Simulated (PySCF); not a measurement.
## C2H4O

C2H4O is a carbene (divalent C1, bonded to 1 O + 1 H), neutral, singlet. The structure, one conformer, was relaxed in the gas phase by PBE0-D3(BJ)/def2-SVP. Frequencies by PBE0-D3(BJ)/def2-SVP show no clear imaginary mode.

The strong deshielding of the divalent centre rests on a low-lying excitation, and density functionals tend to overstate it.

SMILES: [CH]OC

```xyz
7

C     1.352    0.973    0.326
O     0.069    0.928    0.239
C    -0.675   -0.246   -0.107
H     1.728   -0.074    0.082
H     0.016   -1.083   -0.297
H    -1.271   -0.020   -1.002
H    -1.349   -0.481    0.728
```
Atom numbers follow the order of the file, from 1.

Shieldings: GIAO PBE0/pcSseg-1. Shifts are against computed references at the same level: C TMS (σ 184.4 ppm), H TMS (σ 31.27 ppm). Core levels by delta-SCF with SCAN, pcX-2 on the ionised atom and pcseg-1 elsewhere, spin-free X2C; from the vacuum level, for chosen atoms.

(1) Give the NMR and core-level values of the distinct atoms.

(2) By CAM-B3LYP/def2-SVPD (TDDFT singlets, Tamm-Dancoff triplets, ionisation by delta-SCF), where does absorption start, and what does vertical ionisation take?

Answers

(1) 
```tsv
atoms	bonded to	σ (ppm)	δ (ppm)	core level (eV)
C1	1 O + 1 H	-332.5	516.9	-
O2	2 C	-139.7	-	1s 540.77
C3	1 O + 3 H	95.5	88.9	1s 292.86
H4	1 C	14.71	16.55	-
H5 H6 H7	1 C	26.57	4.70	-
```

Values are those of this one static structure, with the three H of a rotating XH3 group averaged; atoms that internal rotation interchanges would show their mean in an NMR spectrum. The mean hides a wide spread in H5 H6 H7 (σ from 25.8 to 28.1 ppm).

The core-hole state of C3 is spin-contaminated (⟨S²⟩ 0.80 against 0.75 for a pure doublet), so that value and differences from it are less sure.

Core levels of C1 are left out, their hole states being strongly spin-contaminated.

(2) The lowest singlet lies at 2.82 eV (f 0.007), the strongest of the first 6 at 6.97 eV (f 0.054), the lowest triplet at 1.38 eV; vertical ionisation takes 8.90 eV.
